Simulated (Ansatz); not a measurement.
A calculation with Ansatz (development build ahead of 0.2.0).

```yaml
crystal:
  periodic: [false, false, false]
  atoms:
    - { symbol: "N", position_ang: [-0.12076, -0.11567, 0.22757] }
    - { symbol: O, position_ang: [0.03036, 0.99869, 0.46159] }
    - { symbol: O, position_ang: [2.85345, 0.02912, -0.17308] }
    - { symbol: H, position_ang: [3.0982, 0.8025, 0.32583] }
    - { symbol: H, position_ang: [3.44243, 0.046, -0.91852] }
basis:
  gaussian: { orbitals: def2-SVP }
magnetization:
  spin_polarized: true
  initial_magnetization: 1
hamiltonian:
  xc: hf
correlation:
  method: mp2
  frozen_orbitals: { H: 0, "N": 1, O: 1 }
output:
  forces: true
```

The input is written out in the form of the current development build from the run's settings.

The run gave:

```json
{"Converged": "yes", "Reference energy": "-205.10418 hartree", "Correlation energy": "-0.51722 hartree", "Total energy": "-205.62140 hartree", "Spin squared of the determinant": "0.794", "Stability test": "minimum"}
```

Forces (eV/Å):
```tsv
atom	Fx	Fy	Fz
N1	0.779	5.097	1.049
O2	-0.770	-5.060	-1.041
O3	-0.591	-0.553	0.247
H4	0.152	0.469	0.259
H5	0.429	0.046	-0.514
```
